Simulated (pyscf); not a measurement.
Thermochemistry of product channels of H₂P–PH₂ + SiH₂ [singlet] on the singlet surface, in eV, from CCSD(T)/def2-TZVPP + ΔMP2(QZVPP) energies (ideal gas, 1 atm, RRHO with modes under 100 cm⁻¹ raised to 100, one conformer, R ln 2 for chiral ones without a mode under 150 cm⁻¹). Optimised with ωB97X-D3(BJ)/def2-SVP in PySCF. MP2 and CC: frozen core, UHF for open shells. ΔMP2 is the change of the MP2 total energy from the triple- to the quadruple-zeta basis.

| products | ΔE | ΔH(298 K) | ΔG(298 K) | ΔG(1200 K) |
|---|---|---|---|---|
| H₃Si–PH–PH₂ | -2.70 | -2.58 | -2.11 | ___ |
| H₂P–SiH₂–PH₂ | -2.84 | -2.72 | -2.25 | ___ |

### Question
What belongs in the gaps?

### Answer

- H₃Si–PH–PH₂, ΔG(1200 K): -0.74
- H₂P–SiH₂–PH₂, ΔG(1200 K): -0.90

These are energies of the channels, which say nothing of barriers. The CCSD(T) − MP2 part came from Ansatz, without density fitting, on the same reference.
